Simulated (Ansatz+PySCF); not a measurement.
Values are calculated unless marked as measured or tabulated.
Input for Ansatz (development build ahead of 0.2.0):

```yaml
crystal:
  periodic: [false, false, false]
  atoms:
    - { symbol: O, position_ang: [0.0, 0.0, -0.39057] }
    - { symbol: H, position_ang: [0.0, 0.0, 3.12456] }
    - { symbol: Li, position_ang: [30.0, 0.0, -1.43806] }
    - { symbol: H, position_ang: [30.0, 0.0, 4.31418] }
basis:
  gaussian: { orbitals: "6-31G" }
magnetization:
  spin_polarized: true
  initial_magnetization: 1
hamiltonian:
  xc: hf
scf:
  omitted_lower_state_checks: [starts, atomic_configurations, cluster_reference, orbital_swaps, given_window_search, neighbouring_geometries, increment]
```

The input is written out in the form of the current development build from the run's settings.

Results

| Quantity | Value |
| --- | --- |
| Converged | yes |
| Total energy | -83.16480 hartree |
| Spin squared of the determinant | 2.749 |
| Stability test | minimum |

This is not the lowest solution: another run reaches a determinant 1.18 eV lower. Caution: the unrestricted determinant is a mixture of spin states.
